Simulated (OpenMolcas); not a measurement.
# SF2 (sulfur difluoride) at 6 levels

We compute a comparison of 6 runs (HF/def2-SVP, B3LYP/6-31G*, B3LYP/6-311G**, CPF/pcseg-0, CCSD/aug-pc-1, CCSD(T)/6-31G*) of SF2 (sulfur difluoride). 

The calculation is run with OpenMolcas 26.06.

9 further runs of the same task are left out: 1 that didn't finish, 8 set aside as unsound or not needed.

### 1 Starting point

The species is SF2 (3 atoms), meant as a singlet with charge 0. SMILES: `FSF`. The coordinates come from a GFN2-xTB relaxation.

Bond lengths: F1–S2 1.632 Å, S2–F3 1.632 Å. Angles: F1–S2–F3 97.2°.

### 2 Energy and gradient at HF/def2-SVP (run 1)

mol.inp

```
* F2S Hartree-Fock

&gateway
  baslib
  $CurrDir
  coord
  3
  angstrom
  F        0.454740       1.131520       0.375070
  S       -0.626960       0.131720      -0.328340
  F        0.172220      -1.263230      -0.046730
  basis
  def2-SVP
  group
  NoSym

&seward

&scf
  thresholds
  1e-10 1e-07 1e-07 1e-05
  prorbitals
  1 1

&alaska
```

The basis set def2-SVP is read from a file made from the Basis Set Exchange's data (not shown).

Started as:

```sh
$ export MOLCAS_MEM=1860
$ pymolcas mol.inp > mol.log
```

Output:

```text
--- Start Module: gateway ---
[...]
--- Stop Module: gateway /rc=_RC_ALL_IS_WELL_ ---
[...]
      Basis functions           46
[...]
--- Start Module: scf ---
[...]
       Convergence after  13 Iterations
[...]
::    Total SCF energy                               -596.0323866551
[...]
      Total spin, S                                     0.0000000000
[...]
      Total electronic charge=   34.000000
      Total            charge=   -0.000000
[...]
      Dipole Moment (debye):
      Origin of the operator (angstrom)=   -0.1163    0.0244   -0.0609
                   X= -1.8599E+00               Y=  3.9013E-01               Z= -9.7412E-01           Total=  2.1355E+00
      Quadrupole Moment (debye*angstrom):
[...]
--- Stop Module: scf /rc=_RC_ALL_IS_WELL_ ---
--- Start Module: alaska ---
[...]
 *              Molecular gradients               *
 **************************************************
  Irreducible representation: a
 ------------------------------------------------------------------------------------------
                              X                       Y                       Z
 ------------------------------------------------------------------------------------------
  F1                2.08996311718277E-02    1.89341043624260E-02    1.35479013484101E-02
  S2               -3.63852856738127E-02    7.57717150612525E-03   -1.90625038567749E-02
  F3                1.54856545019619E-02   -2.65112758685078E-02    5.51460250839453E-03
 ------------------------------------------------------------------------------------------
--- Stop Module: alaska /rc=_RC_ALL_IS_WELL_ ---
[...]
```

Run time: 2.2 s. Hardware: 1 thread of Arm Neoverse V2, shared host; peak memory 0.37 GiB.

### 3 Energy and forces at B3LYP/6-31G(d) (spherical functions) (run 2)

run.inp

```
&GATEWAY
  BASLIB=$CurrDir
  COORD
  3
  angstrom
  F        0.454740       1.131520       0.375070
  S       -0.626960       0.131720      -0.328340
  F        0.172220      -1.263230      -0.046730
  BASIS=6-31Gs
  GROUP=NoSym

&SEWARD
  GRIDINPUT
  Grid=UltraFine
  End of Grid

&SCF
  KSDFT=B3LYP
  THRESHOLDS=1e-10 1e-07 1e-07 1e-05
  PRORBITALS=1 1

&ALASKA
```

The basis set 6-31G* is read from a file made from the Basis Set Exchange's data (not shown).

Started as:

```sh
$ export MOLCAS_MEM=1860
$ pymolcas run.inp > run.log
```

Output:

```text
--- Start Module: gateway ---
[...]
--- Stop Module: gateway /rc=_RC_ALL_IS_WELL_ ---
[...]
      Basis functions           46
[...]
--- Start Module: scf ---
[...]
       Convergence after  12 Iterations
[...]
::    Total KS-DFT energy                            -597.7929438390
[...]
      Total spin, S                                     0.0000000000
[...]
      Total electronic charge=   34.000000
      Total            charge=   -0.000000
[...]
      Dipole Moment (debye):
      Origin of the operator (angstrom)=   -0.1163    0.0244   -0.0609
                   X= -1.2130E+00               Y=  2.5429E-01               Z= -6.3533E-01           Total=  1.3928E+00
      Quadrupole Moment (debye*angstrom):
[...]
--- Stop Module: scf /rc=_RC_ALL_IS_WELL_ ---
[...]
--- Start Module: alaska ---
[...]
 *              Molecular gradients               *
 **************************************************
  Irreducible representation: a
 ------------------------------------------------------------------------------------------
                              X                       Y                       Z
 ------------------------------------------------------------------------------------------
  F1                4.75842900854495E-03   -5.38751668337056E-04    2.54343130249257E-03
  S2               -9.36562008636344E-03    1.89834219043705E-03   -4.91251942393234E-03
  F3                4.60719107777496E-03   -1.35959052208889E-03    2.36908812145886E-03
 ------------------------------------------------------------------------------------------
--- Stop Module: alaska /rc=_RC_ALL_IS_WELL_ ---
[...]
```

It took 6 s on 1 thread of Arm Neoverse V2, shared host; peak memory 0.38 GiB.

Runs 3 to 5 aren't shown in full; the table further down has their settings and results.

### 4 A single-point energy at CCSD(T)/6-31G(d) (spherical functions) (run 6)

struct.xyz

```xyz
3

F      0.454740     1.131520     0.375070
S     -0.626960     0.131720    -0.328340
F      0.172220    -1.263230    -0.046730
```

test.inp

```
&GATEWAY
BASLIB = $CurrDir
COORD = struct.xyz
BASIS = 6-31Gs
GROUP = NoSym
&SEWARD
&SCF
THRESHOLDS = 1e-10 1e-07 1e-07 1e-05
PRORBITALS = 1 2
&RASSCF
FILEORB = $Project.ScfOrb
SPIN = 1
NACTEL = 0 0 0
INACTIVE = 17
RAS2 = 0
OUTORBITALS = Canonical
ORBLISTING = Nothing
&MOTRA
JOBIPH
FROZEN = 7
&CCSDT
CCT
TRIPLES = 2
ITERATIONS = 80
ACCURACY = 1e-08
EXTRAPOLATION = 5 4
```

The basis set 6-31G* is read from a file made from the Basis Set Exchange's data (not shown).

Started as:

```sh
$ export MOLCAS_MEM=1860
$ pymolcas test.inp > test.log
```

Output:

```text
--- Start Module: gateway ---
[...]
--- Stop Module: gateway /rc=_RC_ALL_IS_WELL_ ---
[...]
      Basis functions           46
[...]
       Convergence after  14 Iterations
[...]
::    Total SCF energy                               -596.3054083526
[...]
      Total spin, S                                     0.0000000000
[...]
      Number of active orbitals                  0
[...]
      Spin quantum number                      0.0
[...]
      Active orbitals                            0
[...]
      Number of CSFs                             1
[...]
      Number of root(s) required                 1
[...]
      Convergence after  4 iterations
[...]
      Natural orbitals and occupation numbers for root  1
      ************************************************************************************************************************
      *                                                    Final results                                                     *
      ************************************************************************************************************************
[...]
::    RASSCF root number  1 Total energy:   -596.30540835
[...]
      Total electronic charge=   34.000000
      Total            charge=   -0.000000
[...]
      Dipole Moment (debye):
      Origin of the operator (angstrom)=   -0.1163    0.0244   -0.0609
                   X= -1.6690E+00               Y=  3.5003E-01               Z= -8.7415E-01           Total=  1.9163E+00
      Quadrupole Moment (debye*angstrom):
[...]
--- Start Module: motra ---
[...]
--- Stop Module: motra /rc=_RC_ALL_IS_WELL_ ---
--- Start Module: ccsdt ---
[...]
      Convergence after                    15  Iterations
      Total energy (diff) :    -596.78814524       0.00000001
[...]
 METHOD                       : CCSD+T(CCSD)+<T3(1)WT1> = CCSD(T)
[...]
       CCSD     =      -596.7881452424339
[...]
```

It took 5.4 s on 1 thread of Arm Neoverse V2, shared host; peak memory 0.38 GiB.

### 5 All runs side by side

```
run                                 level  integration grid      task  energy (Eh)  dipole moment (D) of the reference  HOMO energy (eV)  LUMO energy (eV)  wall time
  1                           HF/def2-SVP                 –  gradient  -596.032387                                2.14            -11.18              2.50      2.2 s
  2    B3LYP/6-31G* (spherical functions)         UltraFine  gradient  -597.792944                                1.39             -6.85             -1.96        6 s
  3                        B3LYP/6-311G**         UltraFine  gradient  -597.884739                                1.73             -7.22             -2.41      7.5 s
  4                           CPF/pcseg-0                 –    energy  -595.526236                                2.40            -11.64              2.38      1.8 s
  5                         CCSD/aug-pc-1                 –    energy  -596.811453                                1.69            -11.23              1.20       14 s
  6  CCSD(T)/6-31G* (spherical functions)                 –    energy  -596.799507                                1.92            -10.95              2.40      5.4 s
```

### 6 Results

```
                                          quantity          value
                               run 6: total energy  -596.79951 Eh
         run 6: dipole moment (mean-field density)         1.92 D
        run 6: HOMO energy (Hartree–Fock orbitals)      -10.95 eV
        run 6: LUMO energy (Hartree–Fock orbitals)        2.40 eV
      run 6: HOMO–LUMO gap (Hartree–Fock orbitals)       13.35 eV
run 6: correlation energy (7 core orbitals frozen)     -494.1 mEh
                             run 6: (T) correction     -11.36 mEh
```

**Reading.** Over runs 1, 2, 3 the dipole moment (its size) runs from 1.39 D (B3LYP/6-31G*) to 2.14 D (HF/def2-SVP). The two ends differ in method and basis. Over runs 1, 2, 3 the HOMO–LUMO gap runs from 4.81 eV (B3LYP/6-311G**) to 13.68 eV (HF/def2-SVP). All runs together took 36 s, the longest 14 s.
